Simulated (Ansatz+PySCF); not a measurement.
**doublet C2H: levels of theory in one basis**

```yaml
atoms:
  - { symbol: C, position_ang: [-0.0167, 0.0000, 0.0000] }
  - { symbol: C, position_ang: [1.1962, 0.0000, 0.0000] }
  - { symbol: H, position_ang: [-1.0249, 0.0000, 0.0000] }
```

Basis set: cc-pVTZ (spherical functions). Left uncorrelated: 2 orbitals. Correlation on ROHF uses semicanonical orbitals with singles. Charge 0, multiplicity 2.

Computed with Ansatz (development build ahead of 0.2.0) and PySCF 2.14.0; each method stands on the lowest determinant of its kind that the runs found.

```
      method  E − E(ROHF) (eV)  <S²> of the determinant
        ROHF              0.00                     0.75
         UHF             -0.45                     1.15
    ROHF-MP2             -7.52                        –
ROHF-CCSD(T)             -8.35                        –
```

Q: What does UHF-MP2 give on the same scale?

A: -6.97 eV.

Caution for UHF, UHF-MP2: the unrestricted determinant is spin contaminated. Caution for ROHF-MP2, UHF-MP2: forces differ strongly between restricted and unrestricted references.
